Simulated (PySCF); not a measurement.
Molecule: dimethylsulfoxide, C$_{2}$H$_{6}$OS, net charge 0, singlet state. SMILES: CS(=O)C
Geometry: optimised at B3LYP-D3(BJ)/def2-TZVP (Ansatz).

Dispersion corrections to the total energy (kcal/mol) from the dftd3 and dftd4 libraries through PySCF: D3(BJ) without and D4 with the three-body term, each with the damping fitted for the functional named.

```csv
functional,D3(BJ),D4
HSE06,-2.88,?
PBE0,-3.94,-3.56
LC-wPBE,?,-4.74
BP86,-7.17,-5.57
B2GP-PLYP,-2.84,-1.76
B2PLYP,-3.66,-2.97
TPSSh,-5.27,?
```

Question: Some entries are withheld; supply them.

Answer: 
- HSE06, D4: -3.28
- LC-wPBE, D3(BJ): -4.23
- TPSSh, D4: -5.25
